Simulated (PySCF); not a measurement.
Species: 2-methyl-1-butene, C5H10.
Z-matrix (Å and degrees, PBE0-D3(BJ)/def2-SVP geometry), rows numbered from 1:
```
C 
C   1  1.3382
C   2  1.5004  1  121.93
C   2  1.5070  1  121.49  3   179.93
C   4  1.5266  2  113.90  1  -113.39
H   1  1.0938  2  121.43  3    -0.22
H   1  1.0939  2  121.39  3   179.56
H   3  1.1034  2  110.77  1  -121.86
H   3  1.0987  2  111.78  1    -1.03
H   3  1.1024  2  111.43  1   119.82
H   4  1.1014  2  109.07  1     9.20
H   4  1.1056  2  108.81  1   124.82
H   5  1.1005  4  110.92  2   178.50
H   5  1.1008  4  112.01  2   -61.64
H   5  1.1010  4  110.86  2    58.63
```

Computed with PBE0-D3(BJ)/def2-SVP geometry optimisation, gas phase in PySCF.

Take the most abundant isotopes and a rigid rotor. The values belong to one conformer with, in the numbering `[CH2:1]=[C:2]([CH3:3])[CH2:4][CH3:5]`, C1–C2–C4–C5 -113°.

**Question.** Give the principal moments of inertia and the rotational constants in cm⁻¹.

**Answer.** Ia = 69.82, Ib = 134.62, Ic = 177.15 u·Å²; 505379 MHz·u·Å²/I gives 7239, 3754 and 2853 MHz, that is A = 0.24146, B = 0.12523, C = 0.09516 cm⁻¹.

**Question.** Classify the top.

**Answer.** An asymmetric top; Ray's κ = -0.589.

**Question.** What does the inertial defect say?

**Answer.** Not planar: Δ = Ic − Ia − Ib = -27.28 u·Å². For a rigid frame Δ = −2 Σ m c², so Σ m c² = 13.64 u·Å² lies off the ab plane: 7.13 from hydrogen and 6.51 from heavier atoms. The atom farthest from that plane is 1.55 Å away.

**Question.** Give the other two planar moments, Paa and Pbb, and the rms extents of the mass along the axes.

**Answer.** Paa = Σ m a² = (Ib + Ic − Ia)/2 = 120.97 and Pbb = Σ m b² = (Ia + Ic − Ib)/2 = 56.17 u·Å². With the mass M = 70.08 u, the rms extents √(P/M) along a, b and c are 1.31, 0.90, 0.44 Å.

**Question.** Give the coordinates in the principal-axis frame, origin at the centre of mass.

**Answer.** The sense of each axis is arbitrary; atoms in the order of the calculation.
| atom | mass (u) | a (Å) | b (Å) | c (Å) |
| --- | --- | --- | --- | --- |
| C1 | 12.000 | 1.416 | 1.067 | 0.237 |
| C2 | 12.000 | 0.563 | 0.090 | -0.093 |
| C3 | 12.000 | 0.945 | -1.359 | -0.011 |
| C4 | 12.000 | -0.836 | 0.393 | -0.565 |
| C5 | 12.000 | -1.927 | -0.069 | 0.397 |
| H6 | 1.008 | 2.429 | 0.846 | 0.584 |
| H7 | 1.008 | 1.130 | 2.120 | 0.167 |
| H8 | 1.008 | 0.835 | -1.848 | -0.994 |
| H9 | 1.008 | 1.983 | -1.488 | 0.324 |
| H10 | 1.008 | 0.292 | -1.909 | 0.686 |
| H11 | 1.008 | -0.932 | 1.477 | -0.736 |
| H12 | 1.008 | -0.994 | -0.091 | -1.547 |
| H13 | 1.008 | -2.925 | 0.200 | 0.018 |
| H14 | 1.008 | -1.915 | -1.160 | 0.542 |
| H15 | 1.008 | -1.803 | 0.401 | 1.385 |

**Question.** List the rotational levels J(Ka,Kc) to J = 2 (cm⁻¹).

**Answer.** Above 0(0,0):
J = 1: 1(0,1) 0.2204, 1(1,1) 0.3366, 1(1,0) 0.3667
J = 2: 2(0,2) 0.6560, 2(1,2) 0.7473, 2(1,1) 0.8375, 2(2,1) 1.1862, 2(2,0) 1.1913
The levels of one J sum to (2J + 1)J(J + 1)(A + B + C)/3.

**Question.** Predict some low-J microwave lines.

**Answer.** The dipole components are |μa| = 0.39 D, |μb| = 0.41 D, |μc| = 0.11 D. The squared components, which scale the intensities, stand as 0.91 : 1.00 : 0.07 (a : b : c). Some lines, for components of 0.1 D or more:

```tsv
type	branch	J(Ka,Kc)	MHz	lower level (cm⁻¹)
a	Q	3(2,1) ← 3(2,2)	739	1.847
a	Q	1(1,0) ← 1(1,1)	901	0.337
c	Q	3(1,3) ← 3(0,3)	1882	1.298
c	Q	2(1,2) ← 2(0,2)	2736	0.656
b	Q	2(1,1) ← 2(0,2)	5441	0.656
a	R	1(0,1) ← 0(0,0)	6607	0.000
b	R	2(0,2) ← 1(1,1)	9576	0.337
b	Q	3(2,1) ← 3(1,2)	9946	1.540
b	Q	2(2,0) ← 2(1,1)	10607	0.838
b	R	3(1,2) ← 2(2,1)	10614	1.186
c	R	1(1,0) ← 0(0,0)	10993	0.000
a	R	2(1,1) ← 1(1,0)	14115	0.367
b	R	2(1,2) ← 1(0,1)	15797	0.220
c	Q	3(3,1) ← 3(2,1)	19025	1.872
b	Q	3(3,0) ← 3(2,1)	19042	1.872
a	R	3(0,3) ← 2(0,2)	19235	0.656
b	R	3(1,3) ← 2(0,2)	21117	0.656
b	R	2(2,1) ← 1(1,0)	24569	0.367
c	R	2(2,0) ← 1(1,0)	24722	0.367
b	R	3(2,2) ← 2(1,1)	30275	0.838
b	R	3(2,1) ← 2(1,2)	33718	0.747
c	R	3(3,0) ← 2(2,0)	39449	1.191
```

Whether it is a minimum is left open (no frequencies). Zero-point vibration and centrifugal distortion are left out. A rigid rotor knows nothing of internal rotation, which can split or shift real lines.
